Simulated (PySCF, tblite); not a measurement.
# hydrogen chloride and 4 × hydrogen fluoride

A gas-phase complex of hydrogen chloride and 4 × hydrogen fluoride; neutral, singlet. The structure comes from a short search (6 tight-binding starts) and was relaxed by PBE0-D3(BJ)/def2-SVPD; another way of binding may lie lower. Frequencies by PBE0-D3(BJ)/def2-SVPD show no clear imaginary mode.

| part | name | SMILES | atoms | charge | multiplicity |
| --- | --- | --- | --- | --- | --- |
| 1 | hydrogen chloride | Cl | 1–2 | 0 | 1 |
| 2 | hydrogen fluoride | F | 3–4 | 0 | 1 |
| 3 | hydrogen fluoride | F | 5–6 | 0 | 1 |
| 4 | hydrogen fluoride | F | 7–8 | 0 | 1 |
| 5 | hydrogen fluoride | F | 9–10 | 0 | 1 |

```xyz
10

Cl    0.034    1.129   -0.195
H    -1.169    0.639    0.091
F    -3.963   -0.307   -1.720
H    -3.497   -0.064   -2.521
F    -2.658    0.354   -3.708
H    -1.778    0.674   -3.514
F    -0.402    1.166   -3.096
H    -0.212    1.173   -2.159
F    -2.646    0.043    0.348
H    -3.190   -0.108   -0.424
```
Atoms count from 1 in this order.

Contacts between parts, classed by geometry: H4···F5 1.512 Å (hydrogen bond, 175°); H6···F7 1.520 Å (hydrogen bond, 176°); H10···F3 1.523 Å (hydrogen bond, 175°); H2···F9 1.613 Å (hydrogen bond, 177°); H8···Cl1 1.980 Å (hydrogen bond, 175°).

Deforming the relaxed parts to their shape here costs 3.5 kcal/mol, which the interaction energies leave out.

Interaction energies are complex less parts, with the parts frozen as they stand in it; counterpoise-corrected, in kcal/mol (PySCF).

Question: How strongly do the parts interact, level by level?

Answer: 
| level | interaction | superposition error removed |
| --- | --- | --- |
| wB97M-D3(BJ)/def2-SVPD | -35.10 | -2.82 |
| PBE0-D3(BJ)/def2-SVPD | -39.50 | -3.15 |

Question: What holds them together? Decompose the wB97M-D3(BJ)/def2-SVPD energy: frozen parts, their antisymmetrised product, then relaxation.

Answer: electrostatic -62.6, Pauli repulsion +83.0, orbital relaxation -55.2, dispersion correction -3.2 kcal/mol, which sum to the value before the counterpoise correction; the Pauli term holds the exchange-correlation of the frozen density too. Of the attraction, 52 % is electrostatic, 46 % is orbital relaxation, 3 % is dispersion correction.

The parts were also relaxed and run alone, at the levels used for the complex: shieldings by PBE0/pcSseg-2; core levels by delta-SCF with SCAN, pcX-2 on the ionised atom and pcseg-1 elsewhere, spin-free X2C.

Question: What does binding change?

Answer: 
| property | alone | in the complex | change |
| --- | --- | --- | --- |
| F3–H4 bond (Å) | 0.920 | 0.958 | +0.038 |
| shielding of H4 (ppm) | 29.19 | 21.07 | -8.12 |
| shielding of F5 (ppm) | 410.9 | 382.5 | -28.4 |
| shielding of H6 (ppm) | 29.19 | 21.20 | -7.99 |
| shielding of F7 (ppm) | 410.9 | 354.5 | -56.4 |
| F3 1s core level (eV) | 694.12 | 694.20 | +0.08 |
| F5 1s core level (eV) | 694.12 | 694.36 | +0.25 |
| F7 1s core level (eV) | 694.12 | 694.36 | +0.24 |

Density functionals tend to overstate the lengthening and the red shift of so strongly bound an X–H bond.

Question: What are the binding energy from relaxed parts (wB97M-D3(BJ)/def2-SVPD), and ΔH and ΔG of association at 298.15 K and 1 atm?

Answer: -31.56 kcal/mol, -23.18 with zero-point energy; ΔH -27.0 and ΔG +7.2 kcal/mol, from harmonic vibrations by PBE0-D3(BJ)/def2-SVPD with low modes damped.
